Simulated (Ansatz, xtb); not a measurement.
## HNOP+: 4 structures ranked

4 gas-phase structures of HNOP+, found in a search over its isomers (lower ones may exist). Each was relaxed with GFN2-xTB:

A. `O=[N+]=P`, a singlet
B. `O[N+]#P`, a singlet
C. a singlet given by its coordinates
D. `N#[P+]O`, a singlet

C (Å):

```
atom    x (Å)    y (Å)    z (Å)
   N  -0.0967   0.5744  -0.1225
   O   0.5110  -0.8086  -0.1903
   P   1.3119   0.3139   0.5459
   H  -0.5683   0.9141  -0.9547
```

Close contacts (Å): N1–O2 1.51, N1–P3 1.58, O2–P3 1.56, N1–H4 1.02.

Q: Which do you expect lowest at r2SCAN-D4/def2-SVP, and how would the others follow?

A: Calculated order at r2SCAN-D4/def2-SVP: B (0.000), A (0.895), C (1.686), D (1.850) eV.

Energies above the lowest of each column, in eV; the last columns are at PBE0-D4/def2-TZVP geometries and were run for some of them only (a dash: not run or not comparable):

| structure | GFN2-xTB | HF/STO-3G | r2SCAN-D4/def2-SVP | PBE0-D4/def2-TZVP | CCSD(T)/def2-TZVPP |
| --- | --- | --- | --- | --- | --- |
| B | 0.000 | 0.000 | 0.000 | 0.000 | 0.000 |
| A | 1.493 | 1.874 | 0.895 | 0.920 | 1.007 |
| C | 1.034 | 1.852 | 1.686 | 1.027 | 0.954 |
| D | 1.297 | 4.565 | 1.850 | – | – |

Every level run on B puts it lowest or level with the lowest. CCSD(T)/def2-TZVPP orders those it was run on as B (0.000), C (0.954), A (1.007) eV. Frequencies (PBE0-D4/def2-TZVP) were run for A, B, C alone. Large T1 diagnostics make some coupled-cluster values less sure.

Over these structures GFN2-xTB departs from r2SCAN-D4/def2-SVP by 0.451 eV on average once a common shift is removed. A GFN2-xTB relaxation took about 0.12 s and the r2SCAN-D4/def2-SVP energy about 1.6 s on a shared host (Ansatz 0.2.0, xtb 6.7.1).
